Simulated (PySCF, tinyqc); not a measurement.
RKS/LDA (VWN5) in the sto-3g basis, for LiH, spin multiplicity 1, step by step. The lowest restricted solution is unstable here: a spin-polarised one lies 0.0082 hartree lower (PySCF). One step of it, computed by the program tinyqc.

Task: Orthogonalisation. S = U s U^T; symmetric (Loewdin) form X = U s^(-1/2) U^T, so that X^T S X = 1.

overlap S, order 1Li 1s, 1Li 2s, 1Li 2px, 1Li 2py, 1Li 2pz, 2H 1s:
$$\begin{pmatrix}
1.000000 & 0.241137 & 0.000000 & 0.000000 & 0.000000 & 0.001105 \\
0.241137 & 1.000000 & 0.000000 & 0.000000 & 0.000000 & 0.103073 \\
0.000000 & 0.000000 & 1.000000 & 0.000000 & 0.000000 & 0.000000 \\
0.000000 & 0.000000 & 0.000000 & 1.000000 & 0.000000 & 0.000000 \\
0.000000 & 0.000000 & 0.000000 & 0.000000 & 1.000000 & 0.162609 \\
0.001105 & 0.103073 & 0.000000 & 0.000000 & 0.162609 & 1.000000
\end{pmatrix}$$

Give: eigenvalues of S; X.

Result:

eigenvalues of S: [0.727, 0.856, 1.000, 1.000, 1.143, 1.274]

X, order 1Li 1s, 1Li 2s, 1Li 2px, 1Li 2py, 1Li 2pz, 2H 1s:
$$\begin{pmatrix}
1.023 & -0.126 & 0.000 & 0.000 & -0.001 & 0.009 \\
-0.126 & 1.027 & 0.000 & 0.000 & 0.007 & -0.055 \\
0.000 & 0.000 & 1.000 & 0.000 & 0.000 & 0.000 \\
0.000 & 0.000 & 0.000 & 1.000 & 0.000 & 0.000 \\
-0.001 & 0.007 & 0.000 & 0.000 & 1.010 & -0.083 \\
0.009 & -0.055 & 0.000 & 0.000 & -0.083 & 1.014
\end{pmatrix}$$
